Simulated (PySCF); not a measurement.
PF3.
Atom-mapped SMILES: `[F:1][P:2]([F:3])[F:4]`

Method: PBE0-D3(BJ)/def2-SVP geometry optimisation, gas phase in PySCF 2.14.0; density fitting, grid level 1; the optimiser is geomeTRIC in internal coordinates, started from a GFN2-xTB structure.

Step 2: E = -17420.9005 eV
```
atom  x, y, z in Å  |  force x, y, z in eV/Å
F1     -0.6095   -1.2114    0.3542   -0.083   0.296  -0.516
P2      0.4261   -0.2129   -0.3628    1.132  -0.631   1.824
F3     -0.5326    0.8215   -1.0355   -0.939   0.617  -0.231
F4      0.7386    0.6035    1.0178   -0.110  -0.281  -1.078
```

Step 3: E = -17420.9738 eV
```
atom  x, y, z in Å  |  force x, y, z in eV/Å
F1     -0.6362   -1.1842    0.3073    0.039  -0.231  -0.013
P2      0.4712   -0.2303   -0.3301   -0.287   0.169   0.283
F3     -0.5556    0.7917   -0.9958    0.065   0.075  -0.217
F4      0.7433    0.6235    0.9925    0.183  -0.014  -0.052
```

Q: Estimate the geometry and energy of step 4. (The exact step hangs on the optimiser's Hessian estimate; all steps are aligned on step 3, rigid shifts and turns removed.)

A: E = -17420.9804 eV, largest force 0.227 eV/Å
```
atom  x, y, z in Å  |  force x, y, z in eV/Å
F1     -0.6370   -1.2056    0.3064   -0.043   0.063   0.065
P2      0.4548   -0.2233   -0.3164    0.117  -0.060  -0.186
F3     -0.5542    0.8009   -1.0128    0.007  -0.027   0.089
F4      0.7591    0.6287    0.9967   -0.081   0.024   0.031
```

The energy changes by -0.0066 eV. The first-order estimate −F·Δx gives -0.0217 eV and the mean of the old and new forces, exact on a quadratic surface, -0.0064 eV. The step makes an angle of 22° with the force vector and moves no atom by more than 0.022 Å.

What follows is the cost of the whole optimisation. On one thread, Arm Neoverse V2 (shared host), this took 5.9 s wall.
